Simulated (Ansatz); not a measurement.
Results of BLYP (Ansatz, an electronic-structure program, plane waves, PAW) for hcp Zr.

Settings: plane-wave cutoff 520 eV, 24×24×12 k mesh (along the axes of the cell as run), Fermi–Dirac smearing 0.033 eV (set by the program), scalar-relativistic PAW data made under PBE.

Cell (relaxed at this level):

Space group P6₃/mmc (No. 194); a = b = 3.2673 Å, c = 5.2280 Å, α = β = 90.00°, γ = 120.00°

```json
[
 {"atom": "Zr", "site": "2c", "symmetry": "-6m2", "x": "0.3333", "y": "0.6667", "z": "0.2500"}
]
```

Predict the Poisson ratio, elastic constant C12, Voigt–Reuss–Hill shear modulus (Hill average), elastic constant C13, elastic constant C11, elastic constant C33, elastic constant C44 and elastic constant C66.


- Poisson ratio = 0.348
- elastic constant C12 = 62.0 GPa
- Voigt–Reuss–Hill shear modulus (Hill average) = 30.1 GPa
- elastic constant C13 = 65.7 GPa
- elastic constant C11 = 133 GPa
- elastic constant C33 = 148 GPa
- elastic constant C44 = 22.8 GPa
- elastic constant C66 = 35.4 GPa

Measured, for comparison: elastic constant C12 67.2 GPa, elastic constant C13 64.6 GPa, elastic constant C11 155 GPa, elastic constant C33 172 GPa, elastic constant C44 36.3 GPa (4 K, zero-point motion not removed; as tabulated in Clouet (2012), arXiv:1210.1082). Computed (rounded) less measured: elastic constant C12 -8 %, elastic constant C13 +2 %, elastic constant C11 -14 %, elastic constant C33 -14 %, elastic constant C44 -37 %.

Elastic constants are with the ions relaxed.

The computed numbers hold no vibrational or temperature effects.
